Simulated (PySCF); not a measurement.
## PySCF run on LiAl⁻

File input.py (PySCF 2.14):

```python
from pyscf import gto, dft

mol = gto.M(
    atom='Li 0 0 0; Al 0 0 2.58',
    basis='6-311++g**',
    charge=-1,
    spin=1,
    verbose=4,
)
mf = dft.UKS(mol, xc='mn15')
mf = mf.density_fit(auxbasis='def2-universal-jkfit')
mf.kernel()
mf.analyze()
print('orbital energies (hartree):', [e[max(0, n-3):n+3].round(4) for e, n in zip(mf.mo_energy, mol.nelec)])
```

```bash
$ OMP_NUM_THREADS=1 python input.py
```

It prints (some set-up lines and the per-cycle HOMO/LUMO lines with their warnings removed):

```
PySCF version 2.14.0

[INPUT] verbose = 4
[INPUT] num. atoms = 2
[INPUT] num. electrons = 17
[INPUT] charge = -1
[INPUT] spin (= nelec alpha-beta = 2S) = 1
[INPUT] symmetry False subgroup None
[INPUT] Mole.unit = angstrom
[INPUT] Symbol           X                Y                Z      unit          X                Y                Z       unit  Magmom
[INPUT]  1 Li     0.000000000000   0.000000000000   0.000000000000 AA    0.000000000000   0.000000000000   0.000000000000 Bohr   0.0
[INPUT]  2 Al     0.000000000000   0.000000000000   2.580000000000 AA    0.000000000000   0.000000000000   4.875493401378 Bohr   0.0

nuclear repulsion = 7.99919039762791
number of shells = 24
number of NR pGTOs = 84
number of NR cGTOs = 52
basis = 6-311++g**
ecp = {}

******** <class 'pyscf.df.df_jk.DFUKS'> ********
method = DFUKS
initial guess = minao
damping factor = 0
level_shift factor = 0
DIIS = <class 'pyscf.scf.diis.CDIIS'>
diis_start_cycle = 1
diis_space = 8
diis_damp = 0
SCF conv_tol = 1e-09
SCF conv_tol_grad = None
SCF max_cycles = 50
direct_scf = False
number electrons alpha = 9  beta = 8
XC library pyscf.dft.libxc version 7.0.0
    S. Lehtola, C. Steigemann, M. J.T. Oliveira, and M. A.L. Marques.,  SoftwareX 7, 1–5 (2018)
XC functionals = mn15
    H. S. Yu, X. He, S. L. Li, and D. G. Truhlar.,  Chem. Sci. 7, 5032-5051 (2016)
    H. S. Yu, X. He, S. L. Li, and D. G. Truhlar.,  Chem. Sci. 7, 5032-5051 (2016)
radial grids:
    Treutler-Ahlrichs [JCP 102, 346 (1995); DOI:10.1063/1.469408] (M4) radial grids

becke partition: Becke, JCP 88, 2547 (1988); DOI:10.1063/1.454033
pruning grids: <function nwchem_prune>
grids dens level: 3
symmetrized grids: False
atomic radii adjust function: <function treutler_atomic_radii_adjust>
small_rho_cutoff = 0
Set gradient conv threshold to 3.16228e-05
tot grids = 32904
******** <class 'pyscf.df.df.DF'> ********
auxbasis = def2-universal-jkfit
init E= -249.742472686123

cycle= 1 E= -249.78316894007  delta_E= -0.0407  |g|= 0.131  |ddm|= 0.997
cycle= 2 E= -249.77960249082  delta_E= 0.00357  |g|= 0.125  |ddm|= 0.825
cycle= 3 E= -249.803738137451  delta_E= -0.0241  |g|= 0.059  |ddm|= 0.697
cycle= 4 E= -249.811714177221  delta_E= -0.00798  |g|= 0.0116  |ddm|= 0.334
cycle= 5 E= -249.812453604242  delta_E= -0.000739  |g|= 0.00816  |ddm|= 0.244
cycle= 6 E= -249.81284884999  delta_E= -0.000395  |g|= 0.00513  |ddm|= 0.176
cycle= 7 E= -249.813047571637  delta_E= -0.000199  |g|= 0.00341  |ddm|= 0.137
cycle= 8 E= -249.813132210745  delta_E= -8.46e-05  |g|= 0.00226  |ddm|= 0.055
cycle= 9 E= -249.813228615293  delta_E= -9.64e-05  |g|= 0.00167  |ddm|= 0.0845
cycle= 10 E= -249.813280902038  delta_E= -5.23e-05  |g|= 0.00152  |ddm|= 0.059
cycle= 11 E= -249.813318062722  delta_E= -3.72e-05  |g|= 0.000691  |ddm|= 0.0662
cycle= 12 E= -249.813329406665  delta_E= -1.13e-05  |g|= 0.000333  |ddm|= 0.0664
cycle= 13 E= -249.813331854582  delta_E= -2.45e-06  |g|= 0.000159  |ddm|= 0.0319
cycle= 14 E= -249.813332246958  delta_E= -3.92e-07  |g|= 5.53e-05  |ddm|= 0.0185
cycle= 15 E= -249.813332269665  delta_E= -2.27e-08  |g|= 2.63e-05  |ddm|= 0.0031
cycle= 16 E= -249.813332276479  delta_E= -6.81e-09  |g|= 2.24e-05  |ddm|= 0.00183
cycle= 17 E= -249.813332278738  delta_E= -2.26e-09  |g|= 1.13e-05  |ddm|= 0.000455
cycle= 18 E= -249.813332279635  delta_E= -8.96e-10  |g|= 5.11e-06  |ddm|= 0.000313
Extra cycle  E= -249.813332279927  delta_E= -2.92e-10  |g|= 4.15e-06  |ddm|= 0.000195
converged SCF energy = -249.813332279927  <S^2> = 0.96515954  2S+1 = 2.2046855
**** SCF Summaries ****
Total Energy =                        -249.813332279926840
Nuclear Repulsion Energy =               7.999190397627908
One-electron Energy =                 -365.044883648706332
Two-electron Energy =                  107.232360971151564
Two-electron Coulomb Energy =          127.684286398062284
DFT Exchange-Correlation Energy =      -20.451925426910712
**** MO energy ****
                             alpha | beta                alpha | beta
MO #1   energy= -55.0792135899733  | -55.0774823577644  occ= 1 | 1
MO #2   energy= -3.90051783469544  | -3.89906748295617  occ= 1 | 1
MO #3   energy= -2.58548235209078  | -2.58479400996823  occ= 1 | 1
MO #4   energy= -2.58282715574508  | -2.57880033854778  occ= 1 | 1
MO #5   energy= -2.58050116625639  | -2.57781281800077  occ= 1 | 1
MO #6   energy= -1.91167188000864  | -1.91290127146996  occ= 1 | 1
MO #7   energy= -0.19853310501658  | -0.175456703977261 occ= 1 | 1
MO #8   energy= -0.0220856785136217 | -0.000525062220344966 occ= 1 | 1
MO #9   energy= -0.00423689452162836 | 0.0557642134143665 occ= 1 | 0
MO #10  energy= 0.0473022008725317 | 0.0578052909964643 occ= 0 | 0
MO #11  energy= 0.0562740102726683 | 0.0604724581275262 occ= 0 | 0
MO #12  energy= 0.0606651838403488 | 0.0788190570162794 occ= 0 | 0
[40 lines left out]

To work with the spin densities directly, `use mulliken_meta_spin()` only printing them here.

 ** Mulliken spin pop alpha/beta on meta-lowdin orthogonal AOs **
 ** Mulliken Spin Density (per AO)  **
 ** Mulliken Spin Density (per atom)  **
spin density of  0 Li =     -0.24747
spin density of  1 Al =      1.24747
 ** Mulliken pop alpha/beta on meta-lowdin orthogonal AOs **
 ** Mulliken pop       alpha | beta **
pop of  0 Li 1s        0.99972 | 0.99968
pop of  0 Li 2s        0.34073 | 0.60727
pop of  0 Li 3s        0.00029 | 0.00475
pop of  0 Li 4s        0.00022 | 0.00500
pop of  0 Li 5s        0.00348 | 0.06380
pop of  0 Li 2px       0.06894 | 0.00000
pop of  0 Li 2py       0.00922 | 0.00000
pop of  0 Li 2pz       0.00154 | 0.01491
pop of  0 Li 3px       0.02337 | 0.00000
pop of  0 Li 3py       0.00312 | 0.00000
pop of  0 Li 3pz       0.01380 | 0.02302
pop of  0 Li 4px       0.00017 | 0.00000
[40 lines left out]
In total             9.00000 | 8.00000
 ** Mulliken atomic charges   ( Nelec_alpha | Nelec_beta ) **
charge of  0Li =     -0.24956  (     1.50105      1.74851 )
charge of  1Al =     -0.75044  (     7.49895      6.25149 )

WARN: System has nonzero charge -1; the dipole moment is origin-dependent.
Location of origin: [0. 0. 0.]

Dipole moment(X, Y, Z, Debye): -0.00000,  0.00000, -4.61120
orbital energies (hartree): [array([-0.1985, -0.0221, -0.0042,  0.0473,  0.0563,  0.0607]), array([-1.9129e+00, -1.7550e-01, -5.0000e-04,  5.5800e-02,  5.7800e-02,
        6.0500e-02])]
```

In short: E(SCF) = -249.813332 Eh, ⟨S²⟩ = 0.965.

It ran on Arm Neoverse V1 (1 thread, shared host) in 6.7 s, peak memory 0.2 GiB.

The bond length is a typed value, not an optimised one. The dipole of an ion depends on the origin. No search for the lowest solution was made.
